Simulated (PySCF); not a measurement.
# Gas-phase XPS of `FC(F)=C=S`, computed

Species: C2F2S.
SMILES with atom numbers: `[F:1][C:2]([F:3])=[C:4]=[S:5]`

Theory: delta-SCF UKS SCAN, pcX-2 on the ionised atom, pcseg-1 elsewhere, spin-free X2C in PySCF. These are vertical core ionisation energies against the vacuum level, from separate self-consistent calculations with and without the core hole.

Question: List the computed XPS lines with their assignment.

Answer: 
| atom(s) | bonded to | level | binding energy (eV) | count |
| --- | --- | --- | --- | --- |
| C2 | 2 F and C (double bond) | C 1s | 295.45 | 1 |
| F1/F3 | C | F 1s | 694.30 | 2 |
| S5 | C (double bond) | S 1s | 2478.55 | 1 |

Question: Which photon energy gives electrons from C 1s of C2 a kinetic energy of 20 eV, and what is their de Broglie wavelength?

Answer: hν = 295.45 + 20 = 315.45 eV, recoil neglected; λ = 12.264 Å/√(E/eV) = 2.74 Å.

Question: Express the binding energy of C 1s of C2 in atomic units and per mole.

Answer: 295.45 eV = 10.8576 Eh = 28507 kJ/mol.

Atoms equivalent by their bonding share one computed value, that of the first of them. The list is incomplete; no value stands for C 1s of C4 (hole states with ⟨S²⟩ of 1 or more are left out). Geometry: PBE0-D3(BJ)/def2-SVP; no solvent, vibrations or thermal averaging.

Hardware: Arm Neoverse V1, one thread, on a shared host. Cost: 16 s wall.
